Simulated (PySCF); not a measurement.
Acetonitrile, C2H3N, SMILES C(#N)C, singlet (CAM-B3LYP/def2-SVP optimised geometry):

```
6

C     -0.098    -0.958     0.000
C     -0.602     0.411     0.000
N     -1.000     1.492     0.000
H     -0.451    -1.492     0.893
H     -0.451    -1.492    -0.893
H      1.000    -0.958     0.000
```

Method: PySCF with CAM-B3LYP/def2-TZVP.

### Question
What are the frontier orbital energies and the dipole moment?

### Answer
HOMO-2 -11.92 eV, HOMO-1 -10.91 eV, HOMO -10.91 eV, LUMO 1.54 eV, LUMO+1 2.04 eV; dipole moment 4.05 D.

On the same geometry PBE/def2-TZVP in PySCF gives HOMO-2 -8.48 eV, HOMO-1 -8.10 eV, HOMO -8.10 eV, LUMO -0.23 eV, LUMO+1 -0.23 eV; dipole moment 3.94 D.

Meta-Löwdin charges at CAM-B3LYP/def2-TZVP: C1 -0.35, C2 0.12, N3 -0.23, H4 0.16, H5 0.16, H6 0.16.
